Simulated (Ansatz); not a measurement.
Born–Oppenheimer molecular dynamics of C₃H₃FO (8 atoms, charge 0, multiplicity 1). It starts from a relaxed structure.

Method: Ansatz 0.2.0, RKS PBE/def2-SVP.

| Property | Result |
| --- | --- |
| ensemble | NVE (velocity Verlet) |
| time step | 1 fs |
| steps asked | 300 |
| starting velocities drawn for | 500 K |
| seed | 657921 |

First frame:

```xyz
8
Properties=species:S:1:pos:R:3
O -0.736 -0.228 1.557
C -0.080 -0.762 0.421
C 0.120 0.204 -0.670
C 0.311 1.062 -1.517
F 0.497 1.943 -2.435
H -0.214 0.542 1.850
H 0.910 -1.218 0.678
H -0.716 -1.599 0.060
```

Problem. How far do the bonds stretch over the last three quarters of this one trajectory? (Pairs bonded in most of those frames.)

Solution. 
```tsv
bond	mean (Å)	spread (Å)	shortest	longest
O1–C2	1.419	0.016	1.39	1.45
O1–H6	0.977	0.022	0.94	1.01
C2–C3	1.472	0.027	1.41	1.53
C2–H7	1.128	0.056	1.04	1.22
C2–H8	1.116	0.030	1.06	1.17
C3–C4	1.223	0.007	1.21	1.24
C4–F5	1.288	0.020	1.25	1.33
```

Mean temperature of the second half: 251 K. The conserved energy stayed within 1.7 meV per atom of its start (net change 0.79 meV per atom), so the integration is sound. The temperature averaged 0.50 of the 500 K drawn at the start: a run that starts near a minimum puts about half its kinetic energy into the potential. A run of 0.3 ps of so small a system gives no equilibrium averages.

The run took 4.1 min on 1 thread of Intel(R) Xeon(R) 6975P-C (Granite Rapids), on a shared host, peak memory 0.12 GiB.
